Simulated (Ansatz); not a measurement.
**SiN₂H (sextet): wave-function methods side by side, cc-pVDZ**

One table from this session's results is given with a row withheld; the runs are named, their logs left out.

Method: cc-pVDZ, core rule «outside noble gas», up to 7 orbitals frozen; program: Ansatz 0.2.0, Gaussian basis.

To be run: UHF; CCSD(T) on ROHF; CCSD(T) on UHF; BCCD(T) on ROHF; CISD as a restricted active space (open shells left free, so some higher excitations enter); CCSDT(Q) on ROHF; CCSDT(Q) on UHF; CASSCF and MRCISD+Q, 11 electrons in 11 orbitals; CASSCF and NEVPT2, 11 electrons in 11 orbitals.

22 further runs of the same task are left out: 12 that didn't finish, 10 set aside as unsound or not needed. Runs told in other sessions of the task aren't counted.

### The geometry

The geometry is a PBE0/def2-TZVP stationary point (not a proven minimum) of the parent state, kept for this charge and spin.

4 atoms, charge 0, spin multiplicity 6.

Atoms are counted from 1 here; the program's logs count them from 0.

Bond lengths: N1–Si2 1.697 Å, Si2–N3 1.697 Å, Si2–H4 1.480 Å. Angles: N1–Si2–N3 124.0°, N1–Si2–H4 118.0°, N3–Si2–H4 118.0°.

The first run:

in.yaml reads:

```yaml
crystal:
  periodic: [false, false, false]
  atoms:
    - {symbol: N, position_ang: [0.000000, -0.431982, 1.498918]}
    - {symbol: Si, position_ang: [0.000000, 0.364687, 0.000000]}
    - {symbol: N, position_ang: [0.000000, -0.431982, -1.498918]}
    - {symbol: H, position_ang: [0.000000, 1.844223, 0.000000]}
basis:
  gaussian: {orbitals: cc-pVDZ}
magnetization: {spin_polarized: true, initial_magnetization: 5}
hamiltonian: {xc: hf}
output: {orbitals: {seedname: orbitals}}
```

On the command line:

```console
$ ansatz run in.yaml --threads 1 --pin off --events-out ev --progress --plain --max-ram 2393MiB
```

Among the steps run: UHF; CCSD(T) on ROHF; CCSD(T) on UHF; BCCD(T) on ROHF; CISD as a restricted active space (open shells left free, so some higher excitations enter); CCSDT(Q) on ROHF; CCSDT(Q) on UHF; CASSCF and MRCISD+Q, 11 electrons in 11 orbitals; CASSCF and NEVPT2, 11 electrons in 11 orbitals.

One of the session's tables, all rows but one given; the rest of the session is left out.

It belongs to the step «Misses and costs». 

| method | from UCCSDT(Q) (meV) |
| --- | --- |
| ROHF | +9059.2 |
| UHF | +8671.0 |
| RMP2 | +1574.2 |
| UMP2 | +1601.3 |
| CISD | +1015.8 |
| RCCSD | +274.1 |
| UCCSD | +267.5 |
| RCCSD(T) | +68.7 |
| UCCSD(T) | +67.6 |
| BCCD(T) | +67.8 |
| RCCSDT | ? |
| UCCSDT | +16.9 |
| RCCSDT(Q) | +3.1 |
| UCCSDT(Q) | 0 |
| CASSCF valence | +7467.9 |
| NEVPT2 valence | +1359.6 |
| MRCISD valence | +715.7 |
| MRCISD+Q valence | +98.2 |

Q: Estimate the row for RCCSDT from the others.

As computed: from UCCSDT(Q) (meV): +19.2. In the column «from UCCSDT(Q) (meV)» it lies between UCCSDT (+16.9) and UCCSD(T) (+67.6).

Caveats from the session: Restricted and unrestricted rows rest on different reference determinants; a gap between their highest levels can come from leftover correlation error, from unlike frozen cores or from another state.
